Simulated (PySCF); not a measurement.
Partial charges of borane phosphine

Borane phosphine, BH6P.
Z-matrix (Å and degrees, PBE0-D3(BJ)/def2-TZVP geometry), rows numbered from 1:
```
B 
P   1  1.9101
H   1  1.2091  2  103.77
H   1  1.2091  2  103.78  3   119.90
H   1  1.2090  2  103.79  3  -120.06
H   2  1.4085  1  118.02  3    59.77
H   2  1.4085  1  118.03  3   179.75
H   2  1.4084  1  118.05  3   -60.23
```

Density: PBE0/pcSseg-2 (PySCF); schemes: Mulliken, IAO, Hirshfeld and ESP-fitted. Geometry: PBE0-D3(BJ)/def2-TZVP; no solvent, vibrations or thermal averaging.

Task: Tabulate the Mulliken, IAO, Hirshfeld and ESP-fitted charges.

Result: In e; atoms taken as equivalent share a row and are averaged (×n: the atom named and its like, n in all):

```tsv
atom	environment	Mulliken	IAO	Hirshfeld	ESP-fitted
B1	four-coordinate boron	-0.236	-0.657	-0.152	-0.110
P2	phosphorus bonded to B and 3 H	+0.390	+0.619	+0.306	+0.376
H3/H4/H5	B–H hydrogen	-0.051	+0.020	-0.075	-0.096
H6/H7/H8	P–H hydrogen	-0.001	-0.007	+0.024	+0.007
```

Mean size of the charges over all atoms: IAO 0.170 e, ESP-fitted 0.099 e, Mulliken 0.097 e, Hirshfeld 0.094 e. Each set sums to the total charge, 0, to within 0.001 e. The Hirshfeld scheme weights the molecular density at each point by an atom's share of the summed free-atom densities.

Lowest charge. All schemes agree: Mulliken B1 (-0.236); IAO B1 (-0.657); Hirshfeld B1 (-0.152); ESP-fitted B1 (-0.110).

Highest charge. All schemes agree: Mulliken P2 (+0.390); IAO P2 (+0.619); Hirshfeld P2 (+0.306); ESP-fitted P2 (+0.376).

Task: How many electrons does the Hirshfeld scheme count on B1?

Result: Z − q = 5 − (-0.152) = 5.152.

Task: Sum the charges by element, for elements with more than one atom.

Result: 
```tsv
element	atoms	Mulliken	IAO	Hirshfeld	ESP-fitted
H	6	-0.154	+0.038	-0.154	-0.266
```

The run behind these numbers computed NMR shieldings as well. On one thread, Intel Xeon 6975P-C (x86_64), no GPU, shared host with 192 logical CPUs at a one-minute load of 40, this took 5.8 s and 0.69 GiB of memory at its peak.
